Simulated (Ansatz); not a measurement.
# C3H3N: taking an electron away

The task here is to estimate one member of a computed series from the others.

The runs use Ansatz 0.2.0, Gaussian basis; unrestricted cation, the program's frozen cores in correlated methods.

Plan: UKS PBE-D4/def2-TZVPP; UKS r2SCAN-D4/def2-TZVPP; UKS PBE0-D4/def2-TZVPP; UKS B3LYP-D4/def2-TZVPP; UKS wB97X-V/def2-TZVPP; UKS wB97M-V/def2-TZVPP; UKS B2PLYP/def2-TZVPP; UHF-CCSD(T)/def2-TZVPP; UHF-MP2/def2-QZVPP; extrapolation to the limit; then −ε(HOMO) from the neutral's earlier runs with LDA (SPW92), PBE-D4, revPBE-D4, BLYP-D4, r2SCAN-D4, B97M-V, PBE0-D4, B3LYP-D4, r2SCANh-D4, r2SCAN0-D4, HSE06-D4, BHLYP-D4, CAM-B3LYP-D4, LC-ωPBE, ωB97X-V, ωB97M-V.

### Structure used throughout

The geometry comes from an earlier relaxation with PBE0-D4 in a triple-zeta def2 set; it is a stationary point, not always the lowest conformer.

7 atoms, charge 0, spin multiplicity 1.

Atoms are counted from 1 here; the program's logs count them from 0.

Bond lengths: C1–C2 1.349 Å, C1–C3 1.588 Å, C1–N4 1.225 Å, C2–C3 1.549 Å, C2–H5 1.079 Å, C3–H6 1.084 Å, C3–H7 1.084 Å. Angles: C2–C1–C3 63.1°, C2–C1–N4 138.2°, C3–C1–N4 75.7°, C1–C2–C3 66.0°, C1–C2–H5 124.4°, C3–C2–H5 122.4°, C1–C3–C2 50.9°, C1–C3–H6 117.1°, C1–C3–H7 118.4°, C2–C3–H6 118.4°, C2–C3–H7 114.8°, H6–C3–H7 119.2°.

The first run:

in.yaml

```yaml
crystal:
  periodic: [false, false, false]
  atoms:
    - {symbol: C, position_ang: [-0.744601, -0.544074, 0.517929]}
    - {symbol: C, position_ang: [0.551491, -0.875304, 0.340976]}
    - {symbol: C, position_ang: [0.108459, 0.380375, -0.451037]}
    - {symbol: N, position_ang: [-1.567318, 0.218759, 0.027240]}
    - {symbol: H, position_ang: [1.301761, -0.836194, 1.115366]}
    - {symbol: H, position_ang: [0.398738, 1.354968, -0.075586]}
    - {symbol: H, position_ang: [0.012771, 0.233470, -1.520589]}
basis:
  gaussian: {orbitals: def2-TZVPP}
total_charge: 1
magnetization: {spin_polarized: true, initial_magnetization: 1}
hamiltonian: {xc: pbe, dispersion: d4}
```

The run is started by

```sh
$ ansatz run in.yaml --threads 2 --pin off --events-out ev --progress --plain --max-ram 4352MiB
```

Steps of the session up to this table: Cation, UKS PBE-D4/def2-TZVPP; Cation, UKS r2SCAN-D4/def2-TZVPP; Cation, UKS PBE0-D4/def2-TZVPP; Cation, UKS B3LYP-D4/def2-TZVPP; Cation, UKS wB97X-V/def2-TZVPP; Cation, UKS wB97M-V/def2-TZVPP; Cation, UKS B2PLYP (frozen core)/def2-TZVPP; Cation, UHF-CCSD(T)/def2-TZVPP; Cation, UHF-MP2/def2-QZVPP.

One table of the session follows, with a row left open; its other results are not shown here.

Orbital estimates, from the neutral's runs:

| functional | −ε(HOMO) (eV) |
| --- | --- |
| LDA (SPW92) | 5.56 |
| PBE-D4 | 5.39 |
| revPBE-D4 | 5.33 |
| BLYP-D4 | 5.26 |
| r2SCAN-D4 | 5.61 |
| B97M-V | 5.67 |
| PBE0-D4 | 6.56 |
| B3LYP-D4 | 6.36 |
| r2SCANh-D4 | 6.05 |
| r2SCAN0-D4 | ? |
| HSE06-D4 | 6.16 |
| BHLYP-D4 | 7.63 |
| CAM-B3LYP-D4 | 7.88 |
| LC-ωPBE | 9.18 |
| ωB97X-V | 8.83 |
| ωB97M-V | 8.73 |

Q: Estimate the row for r2SCAN0-D4 from the others.

Worked estimate for «−ε(HOMO) (eV)». Against the share of exact exchange, r2SCAN-D4 (0, 5.61), r2SCANh-D4 (0.1, 6.05) give a slope of 4.40 per unit share; at 0.25 the line stands at 6.71.

The run gave: −ε(HOMO) (eV): 6.72. In «−ε(HOMO) (eV)» the line misses by -0.01.
